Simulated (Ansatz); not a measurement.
Cost and result for the atomization energy of `FCC=C=S` (8 atoms, 7 bonds).

```xyz
8

F    -1.514    1.070   -0.737
C    -0.977   -0.020   -0.069
C     0.469   -0.182   -0.399
C     1.414    0.057    0.471
S     2.520    0.327    1.521
H    -1.544   -0.900   -0.387
H    -1.119    0.136    1.002
H     0.751   -0.489   -1.402
```

Charge 0, multiplicity 1. The geometry is a stationary point of PBE0-D4/def2-TZVP. It is one conformer, not always the lowest. Program: Ansatz. All runs use 2 threads of an Intel Xeon Platinum 8488C on a shared host. Times are those of one run each, without the atoms' runs, and a repeat can differ threefold. Electronic energies, without spin–orbit coupling; frozen cores. CCSD(T)/CBS adds CCSD(T) − MP2 in def2-TZVPP to the MP2 limit, and its time is that of the two runs behind it. T1 = 0.015. HSE06 is the plane-wave form, built on full-range PBE exchange.

CCSD(T)/CBS is a level of theory with its own doubt, some kJ/mol a heavy atom from the limit and from the frozen cores, so smaller differences don't rank the functionals.

| level | functions | wall time | atomization (kcal/mol) | difference from CCSD(T)/CBS | per bond |
| --- | --- | --- | --- | --- | --- |
| LDA (SPW92)/def2-TZVPP | 208 | 1.1 s | 924.1 | 144.8 | 20.7 |
| revPBE-D4/def2-TZVPP | 208 | 1.6 s | 793.9 | 14.6 | 2.1 |
| BLYP-D4/def2-TZVPP | 208 | 1.6 s | 790.8 | 11.5 | 1.6 |
| PBE-D4/def2-TZVPP (with forces) | 208 | 2.1 s | 818.6 | 39.3 | 5.6 |
| PBE0-D4/def2-TZVPP | 208 | 2.4 s | 792.5 | 13.2 | 1.9 |
| BHLYP-D4/def2-TZVPP | 208 | 2.5 s | 747.4 | -31.9 | -4.6 |
| HSE06-D4/def2-TZVPP | 208 | 2.6 s | 793.5 | 14.2 | 2.0 |
| r2SCAN-D4/def2-TZVPP (with forces) | 208 | 3.4 s | 790.4 | 11.1 | 1.6 |
| CCSD(T)/def2-SVP | 89 | 3.6 s | 741.0 | -38.3 | -5.5 |
| ωB97M-V/def2-TZVPP (with forces) | 208 | 8.5 s | 785.2 | 5.9 | 0.8 |
| MP2/def2-QZVPP | 388 | 18 s | 795.5 | 16.2 | 2.3 |
| CCSD(T)/def2-TZVPP | 208 | 67 s | 758.0 | -21.3 | -3.0 |
| CCSD(T)/CBS(def2) | – | 85 s | 779.3 | 0.0 | 0.0 |

From r2SCAN to r2SCAN0 (25 % exact exchange), in def2-TZVPP and without D4, the atomization energy moves by −20.9 kcal/mol: exact exchange takes away binding that semilocal exchange gives to molecules. Leaving LDA and LC-ωPBE aside and taking each functional with its dispersion term where it has one, the values spread over 71.2 kcal/mol, from BHLYP-D4 to PBE-D4. LDA lies +109.0 kcal/mol from PBE without D4, its usual overbinding. The D4 term adds +5.7 kcal/mol with B3LYP and +3.0 kcal/mol with PBE0; it sums over pairs of atoms, weighted by their polarisabilities, and B3LYP, whose exchange is more repulsive, gets the larger term.

B3LYP here is the variant with VWN-RPA as its local correlation; programs differ in this.
